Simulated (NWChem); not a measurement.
System: water (H₂O); SMILES O

```xyz
3

O      0.0000     0.0000     0.1432
H      0.7577     0.0000    -0.4699
H     -0.7577     0.0000    -0.4699
```
Atoms are numbered in this order, from 1.

Program: NWChem. Pople sets run with spherical d functions. Structure relaxed at the PBE-D3(BJ)/def2-SVP level. Vzz is the largest principal value of the second derivative of the potential at the nucleus (NWChem prints the opposite sign); η is the asymmetry. Non-relativistic.

| level | Vzz O1 (a.u.) | η O1 |
|---|---|---|
| PBE0/6-31G* | -1.909 | 0.63 |
| PBE0/def2-TZVP | -1.861 | 0.69 |
| CAM-B3LYP/def2-TZVP | -1.869 | 0.69 |
| CAM-B3LYP/6-31G* | -1.922 | 0.64 |
